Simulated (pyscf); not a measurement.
## Elimination: H₂N–SiH(NH₂)–NH₂ → HN=SiH–NH₂ + ammonia (NH₃)

Gas phase, singlet surface, charge 0. Bonds broken: N1–H8, Si2–N3. Bonds formed: N3–H8. Structures and frequencies: ωB97X-D3(BJ)/def2-SVP in PySCF. MP2 and CC: frozen core, UHF for open shells. ΔMP2 is the change of the MP2 total energy from the triple- to the quadruple-zeta basis.

Transition state (Å):

```xyz
11

N      1.3746    -0.0264     0.3270
Si     0.1974     1.0729     0.7096
N     -0.5950    -0.4292     1.5847
N     -0.8499     1.7394    -0.4792
H     -1.4709    -0.7945     1.2118
H      2.2367     0.0734    -0.1939
H      0.2569     2.1187     1.7785
H      0.4137    -0.8307     1.0884
H     -0.6174    -0.4492     2.6040
H     -0.8668     1.3903    -1.4302
H     -1.3739     2.5974    -0.3569
```

One imaginary mode, 1109i cm⁻¹; descent along it reached the two sides named, in the forms told below.

| bond | change | reactant side (Å) | saddle | product side |
|---|---|---|---|---|
| N1–H8 | breaks | 1.014 | 1.466 | 2.189 |
| Si2–N3 | breaks | 1.733 | 1.911 | 1.972 |
| N3–H8 | forms | 2.9 | 1.194 | 1.032 |

Electronic energies relative to the reactant's lowest minimum found (kJ/mol):

```csv
level,barrier,reaction energy,reverse barrier
ωB97X-D3(BJ)/def2-TZVP,216.7,+278.5,-61.8
PBE/def2-TZVP,183.3,+243.4,-60.0
r²SCAN/def2-TZVP,200.1,+263.8,-63.7
B3LYP-D3(BJ)/def2-TZVP,207.5,+258.7,-51.2
PBE0-D3(BJ)/def2-TZVP,201.7,+272.8,-71.1
M06-2X/def2-TZVP,213.9,+281.0,-67.1
ωB97M-D3(BJ)/def2-TZVP,211.9,+269.0,-57.1
HF/def2-TZVP,265.8,+280.8,-15.0
MP2/def2-QZVPP,208.2,+267.9,-59.8
CCSD/def2-TZVPP,224.6,+270.2,-45.6
CCSD(T)/def2-TZVPP,214.6,+265.0,-50.4
CCSD(T)/def2-TZVPP + ΔMP2(QZVPP),214.3,+265.6,-51.3
```

With CCSD(T)/def2-TZVPP + ΔMP2(QZVPP) energies and thermal terms (ideal gas, 1 atm, RRHO with modes under 100 cm⁻¹ raised to 100, one conformer, R ln 2 for chiral ones without a mode under 150 cm⁻¹), in kJ/mol:

```csv
T (K),ΔH‡,ΔG‡,ΔH,ΔG
298,203.1,205.0,+257.2,+213.2
600,200.0,208.2,+254.1,+169.6
900,197.9,212.8,+249.5,+128.4
1200,196.2,218.1,+244.7,+88.7
```

On the product side the descent ends in an adduct with a N–Si contact, 87.9 kJ/mol under the separated species and 26.1 kJ/mol under the saddle at ωB97X-D3(BJ)/def2-TZVP. At ωB97X-D3(BJ)/def2-TZVP, PBE, r²SCAN, B3LYP-D3(BJ), PBE0-D3(BJ), M06-2X, ωB97M-D3(BJ)/def2-TZVP, HF, MP2, CCSD, CCSD(T), CCSD(T) the saddle lies under the separated products, which points to a path from their complex (located at ωB97X-D3(BJ) alone), and parting the products costs more than the saddle. What is counted as broken (N–Si) persists as a longer contact in the product adduct; parting that adduct is a step of its own. HN=SiH–NH₂ lies 86.7 kJ/mol over its isomer H₂N–Si:–NH₂ [singlet] (electronic energy, ωB97M-D3(BJ)/def2-TZVP). This is the saddle that the search found; another between the same sides may lie lower. The CCSD(T) − MP2 part came from Ansatz, without density fitting, on the same reference.
